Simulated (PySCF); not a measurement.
**One shape, several levels: C3H7N (cyclopropylamine)**

Aim: a comparison of 6 runs (HF/3-21G, B3LYP/6-31G*, BHLYP/6-31G*, CAM-B3LYP/6-31G*, M06-2X/6-31G*, wB97X/6-31G*) of C3H7N (cyclopropylamine). 

The calculation is run with PySCF 2.14.0.

1 further run of the same task is left out (set aside as unsound or not needed).

### Step 1. The molecule

C3H7N has 11 atoms, charge 0, and is taken as a singlet. SMILES: `NC1CC1`. One bond was lengthened or shortened from a relaxed shape.

Bond lengths: N1–C2 1.432 Å, C2–C3 1.495 Å, C2–C4 1.495 Å, C3–C4 1.500 Å, N1–H5 1.012 Å, N1–H6 1.012 Å, C2–H7 1.254 Å, C3–H8 1.083 Å, C3–H9 1.083 Å, C4–H10 1.083 Å, C4–H11 1.083 Å. Some angles: N1–C2–C3 116.9°, N1–C2–C4 116.9°, C3–C2–C4 60.2°, C2–C3–C4 59.9°, C2–C4–C3 59.9°, N1–C2–H7 118.3°, C3–C2–H7 115.8°, C4–C2–H7 115.8°, C2–N1–H5 111.1°, C2–N1–H6 111.1°.

### Step 2. The energy at HF/3-21G (run 1)

run.py reads:

```python
from pyscf import gto, scf

mol = gto.M(
    atom='''
N       -1.259998       0.810650      -0.451340
C        0.045082       0.377810      -0.049700
C        0.111712      -0.747740       0.932510
C        0.476492      -0.980180      -0.503340
H       -1.235128       1.239130      -1.368250
H       -1.632858       1.492640       0.197360
H        0.954840       1.235920       0.042510
H        0.902162      -0.739260       1.672340
H       -0.836358      -1.145460       1.271420
H        1.518672      -1.132110      -0.754370
H       -0.231498      -1.530880      -1.109440
''',
    verbose=3,
    basis='3-21g',
    max_memory=1860,
)

hf = scf.RHF(mol)
hf.conv_tol = 1e-10
hf.kernel()
if not hf.converged:
    hf = hf.newton().run(hf.mo_coeff, hf.mo_occ)

etot = hf.e_tot
print(f'total energy: {etot:.8f} hartree')
```

Launch:

```sh
$ OMP_NUM_THREADS=1 python run.py
```

The log of the run:

```text
converged SCF energy = -171.100147589761
total energy: -171.10014759 hartree
```

It took 0.62 s on 1 thread of Arm Neoverse V2, shared host; peak memory 0.11 GiB.

### Step 3. A single-point energy at B3LYP/6-31G(d) (spherical functions) (run 2)

job.py reads:

```python
from pyscf import gto, dft

system = gto.M(
    atom='''
N       -1.259998       0.810650      -0.451340
C        0.045082       0.377810      -0.049700
C        0.111712      -0.747740       0.932510
C        0.476492      -0.980180      -0.503340
H       -1.235128       1.239130      -1.368250
H       -1.632858       1.492640       0.197360
H        0.954840       1.235920       0.042510
H        0.902162      -0.739260       1.672340
H       -0.836358      -1.145460       1.271420
H        1.518672      -1.132110      -0.754370
H       -0.231498      -1.530880      -1.109440
''',
    verbose=3,
    basis='6-31g*',
    max_memory=1860,
    spin=0,
)

mf = dft.RKS(system)
mf.xc = 'b3lyp'
mf.conv_tol = 1e-10
mf.grids.level = 5
mf.kernel()
if not mf.converged:
    mf = mf.newton().run(mf.mo_coeff, mf.mo_occ)

e_tot = mf.e_tot
print('Final energy', e_tot)
```

Launch:

```sh
$ OMP_NUM_THREADS=1 python job.py
```

The log of the run:

```text
converged SCF energy = -173.225847494204
Final energy -173.2258474942044
```

Wall time 14 s (1 thread of Arm Neoverse V2, shared host); peak memory 0.36 GiB.

### Step 4. A single-point energy at BHLYP/6-31G(d) (spherical functions) (run 3)

input.py reads:

```python
from pyscf import gto, dft

mol = gto.M(
    atom='''
N     -1.259998     0.810650    -0.451340
C      0.045082     0.377810    -0.049700
C      0.111712    -0.747740     0.932510
C      0.476492    -0.980180    -0.503340
H     -1.235128     1.239130    -1.368250
H     -1.632858     1.492640     0.197360
H      0.954840     1.235920     0.042510
H      0.902162    -0.739260     1.672340
H     -0.836358    -1.145460     1.271420
H      1.518672    -1.132110    -0.754370
H     -0.231498    -1.530880    -1.109440
''',
    basis='6-31g*',
    verbose=3,
    max_memory=1860,
)

ks = dft.RKS(mol)
ks.xc = 'bhandhlyp'
ks.grids.level = 5
ks.conv_tol = 1e-10
ks.kernel()
if not ks.converged:
    ks = ks.newton().run(ks.mo_coeff, ks.mo_occ)

etot = ks.e_tot
print('E(%s) = %.9f' % ('BHLYP', etot))
```

Launch:

```sh
$ OMP_NUM_THREADS=1 python input.py
```

The log of the run:

```text
converged SCF energy = -173.112147804008
E(BHLYP) = -173.112147804
```

Wall time 14 s (1 thread of Arm Neoverse V2, shared host); peak memory 0.36 GiB.

Runs 4 to 5 aren't shown in full; the table further down has their settings and results.

### Step 5. The energy at wB97X/6-31G(d) (spherical functions) (run 6)

job.py reads:

```python
from pyscf import gto, dft

mol = gto.M(
    atom=[
    ('N', (-1.259998, 0.810650, -0.451340)),
    ('C', (0.045082, 0.377810, -0.049700)),
    ('C', (0.111712, -0.747740, 0.932510)),
    ('C', (0.476492, -0.980180, -0.503340)),
    ('H', (-1.235128, 1.239130, -1.368250)),
    ('H', (-1.632858, 1.492640, 0.197360)),
    ('H', (0.954840, 1.235920, 0.042510)),
    ('H', (0.902162, -0.739260, 1.672340)),
    ('H', (-0.836358, -1.145460, 1.271420)),
    ('H', (1.518672, -1.132110, -0.754370)),
    ('H', (-0.231498, -1.530880, -1.109440)),
],
    max_memory=1860,
    verbose=3,
    basis='6-31g*',
)

mf = dft.RKS(mol)
mf.xc = 'wb97x'
mf.grids.level = 5
mf.conv_tol = 1e-10
mf.kernel()
if not mf.converged:
    mf = mf.newton().run(mf.mo_coeff, mf.mo_occ)

e_tot = mf.e_tot
print('E = %.10f Eh' % e_tot)
```

Launch:

```sh
$ OMP_NUM_THREADS=1 python job.py
```

The log of the run:

```text
converged SCF energy = -173.183904094579
E = -173.1839040946 Eh
```

It took 19 s on 1 thread of Arm Neoverse V2, shared host; peak memory 0.36 GiB.

### Step 6. The series

```
run                                   level  integration grid  energy (Eh)  dipole moment (D)  HOMO energy (eV)  LUMO energy (eV)  wall time
  1                                HF/3-21G                 –  -171.100148               1.31             -9.94              6.82     0.62 s
  2      B3LYP/6-31G* (spherical functions)                 5  -173.225847               1.11             -6.28              2.23       14 s
  3      BHLYP/6-31G* (spherical functions)                 5  -173.112148               1.15             -7.95              3.53       14 s
  4  CAM-B3LYP/6-31G* (spherical functions)                 5  -173.125190               1.15             -7.95              3.64       20 s
  5     M06-2X/6-31G* (spherical functions)                 5  -173.141095               1.16             -7.97              3.45       27 s
  6      wB97X/6-31G* (spherical functions)                 5  -173.183904               1.17             -9.03              4.84       19 s
```

### Step 7. Results

```
            quantity          value
 run 6: total energy  -173.18390 Eh
run 6: dipole moment         1.17 D
  run 6: HOMO energy       -9.03 eV
  run 6: LUMO energy        4.84 eV
run 6: HOMO–LUMO gap       13.86 eV
```

In words: The dipole moment (its size) runs from 1.11 D (B3LYP/6-31G*) to 1.31 D (HF/3-21G). The two ends differ in method and basis. The HOMO–LUMO gap runs from 8.51 eV (B3LYP/6-31G*) to 16.76 eV (HF/3-21G). Totals of different functionals can't be ranked against each other. All runs together took 94 s, the longest 27 s.
